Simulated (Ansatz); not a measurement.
## Which is lower?

Two isomers of SiNH₄S (charge -1), closed shell, relaxed at PBE0-D4/def2-TZVPD (vibrations not checked).

A:

```
atom    x (Å)    y (Å)    z (Å)
  N1  -0.7740   0.2677  -0.8064
 Si2   0.5783  -0.0249   0.3123
  S3   0.2197  -1.1372   1.9867
  H4  -1.5361   0.7297  -0.3205
  H5  -1.1561  -0.6148  -1.1315
  H6   1.0530   1.3832   0.5794
  H7   1.6153  -0.6037  -0.6200
```

B:

N1  (-1.120, -0.117, -1.250)
Si2  (-0.256, 0.680, 0.114)
S3  (1.682, -0.560, 0.370)
H4  (-1.715, -0.877, -0.949)
H5  (0.541, 1.659, -0.762)
H6  (-0.552, -0.453, -2.019)
H7  (1.283, -1.286, 1.426)
(Å)

Ansatz 0.2.0; basis: def2-TZVPPD; cores frozen in the correlated methods. B3LYP uses VWN-RPA correlation.

(1) Which structure is lower at CCSD(T), and by how much? (To be estimated.)

T1 diagnostic: at most 0.014.

## Answers

(1) The calculation gives: A, by 134.5 kJ/mol (electronic energy, against the other). By their contacts, A is SiNH₄S ([NH2][SiH2][S]), total charge -1 and B is SiNH₄S ([NH2][SiH][SH]), total charge -1.

All methods give the same order:

```tsv
method	E(B) − E(A) (kJ/mol)
PBE-D4	120.3
r2SCAN-D4	140.3
PBE0-D4	131.4
B3LYP-D4	129.2
wB97M-V	131.4
HF	155.0
MP2	146.6
CCSD	136.4
CCSD(T)	134.5
```

Labels in which every atom is bracketed show which atoms are joined, not bond orders.
